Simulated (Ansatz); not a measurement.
bcc K, treated with PBEsol-D3(BJ) in Ansatz (PAW).

Numerical settings: plane-wave cutoff 520 eV, 16×16×16 k mesh, Fermi–Dirac smearing 0.05 eV, scalar-relativistic PAW data made under PBE.

Computed points:

```
V (Å³/atom)  E − E_lowest (meV/atom)  P (GPa)
-----------  -----------------------  -------
61.693                          3.39    0.290
63.006                          1.46    0.184
64.319                          0.35    0.087
65.631                          0.00    0.000
66.944                          0.33   -0.080
68.257                          1.29   -0.153
69.569                          2.81   -0.219
```

Task: Estimate the bulk modulus from the pressures at 64.319 and 66.944 Å³/atom, and compare it with a fit to all energies.

Result: B = −V dP/dV. Between V = 64.319 and 66.944 Å³/atom, dP/dV = (-0.080 − (0.087))/(66.944 − 64.319) = -0.0636 GPa per Å³/atom; at the midpoint 65.632 Å³/atom this gives B ≈ 4.18 GPa. The third-order Birch–Murnaghan fit gives V0 = 65.628 Å³/atom, B0 = 4.18 GPa, B′ = 3.7, which lies within 1 % of that estimate.

Measured, for comparison: bulk modulus 3.75 GPa (corrected for temperature and zero-point phonon effects; as tabulated in Levämäki et al. (2014), arXiv:1402.3671); equilibrium volume per atom 70.79 Å³/atom (low-temperature or extrapolated to 0 K; zero-point anharmonic expansion removed; as tabulated in Csonka et al. (2009), arXiv:0903.4037). Computed (rounded) less measured: bulk modulus +11 %, equilibrium volume per atom -7.3 %.

It cost about 50 core-seconds (a rough figure) of CPU time.

Ansatz is a program for electronic structure.
